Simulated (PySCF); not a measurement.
Compound: C4H11P.
Geometry (PBE0-D3(BJ)/def2-SVP, Å), atoms numbered from 1 in this order:
```
atom  x, y, z in Å
C1     0.2967    1.4800    1.2248
P2     0.0483    0.2078    0.1669
C3     1.3614   -0.4207   -0.9836
C4    -1.3028    0.5832   -0.9937
C5    -0.4032   -1.3091    1.0656
H6     0.8986    1.2859    2.1171
H7     0.3465    2.4871    0.8022
H8     1.0244   -1.2633   -1.6096
H9     2.2288   -0.7364   -0.3847
H10    1.6824    0.4079   -1.6329
H11   -1.0379    1.4938   -1.5520
H12   -2.2187    0.7809   -0.4211
H13   -1.4647   -0.2372   -1.7073
H14   -0.6016   -2.1419    0.3754
H15    0.4306   -1.5863    1.7276
H16   -1.2874   -1.1048    1.6839
```

The closed-shell ground state was solved at several levels (PySCF, density fitting, gas phase, non-relativistic).

```json
{"level": "B3LYP/cc-pVTZ", "basis functions": "308", "total energy (Eh)": "-500.4602", "HOMO (eV)": "-4.52", "LUMO (eV)": "0.48", "gap (eV)": "5.00", "dipole (D)": "3.11"}
{"level": "B3LYP/6-31G*", "basis functions": "96", "total energy (Eh)": "-500.3465", "HOMO (eV)": "-4.11", "LUMO (eV)": "1.95", "gap (eV)": "6.06", "dipole (D)": "2.94"}
```

Q: What might B3LYP/def2-TZVP (227 basis functions) give for the same quantities?

A: Total energy -500.4633 Eh, HOMO -4.60 eV, LUMO 0.44 eV, gap 5.04 eV, dipole 3.16 D.

Q: Over all these levels, which gives the widest orbital gap and which the narrowest?

A: B3LYP/6-31G* has the widest, 6.06 eV, and B3LYP/cc-pVTZ the narrowest, 5.00 eV. From the narrowest to the widest the HOMO moves by +0.41 eV and the LUMO by +1.47 eV.

Q: How much does the basis alone move the frontier levels among the 3 B3LYP rows (the withheld one included)?

A: The HOMO by 0.49 eV and the LUMO by 1.51 eV. By rising basis size (HOMO, LUMO in eV): 6-31G* -4.11, 1.95; def2-TZVP -4.60, 0.44; cc-pVTZ -4.52, 0.48.

Q: How far do the dipole and the HOMO energy spread over the levels?

A: The dipole runs from 2.94 to 3.16 D (mean 3.07 D) and the HOMO from -4.60 to -4.11 eV.
